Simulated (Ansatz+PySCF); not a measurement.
doublet N₂H₄(+): levels of theory in one basis

```xyz
6

N    -0.0299    0.0000    0.6535
N     0.0299    0.0000   -0.6535
H     0.0066   -0.8372    1.1283
H     0.0066    0.8372    1.1283
H    -0.0066   -0.8372   -1.1283
H    -0.0066    0.8372   -1.1283
```

Basis set: cc-pVTZ (spherical functions). Left uncorrelated: 2 orbitals. Correlation on ROHF uses semicanonical orbitals with singles. Charge 1, multiplicity 2.

Computed with Ansatz (development build ahead of 0.2.0); each method stands on the lowest determinant of its kind that the runs found.

```csv
method,E − E(ROHF) (eV),<S²> of the determinant
ROHF,0.00,0.75
UHF,-0.24,0.77
ROHF-MP2,-11.18,–
UHF-MP2,-11.06,0.77
```

(1) What does ROHF-CCSD(T) give on the same scale?

(2) Is a single determinant a sound starting point here?

## Answers

(1) -12.00 eV.

(2) By this sign, yes. Unrestricted orbitals gain 0.24 eV and <S²> is 0.77 against 0.75 for a pure state.

Caution for ROHF-MP2, UHF-MP2: MP2 on this radical cation hangs on the determinant chosen.
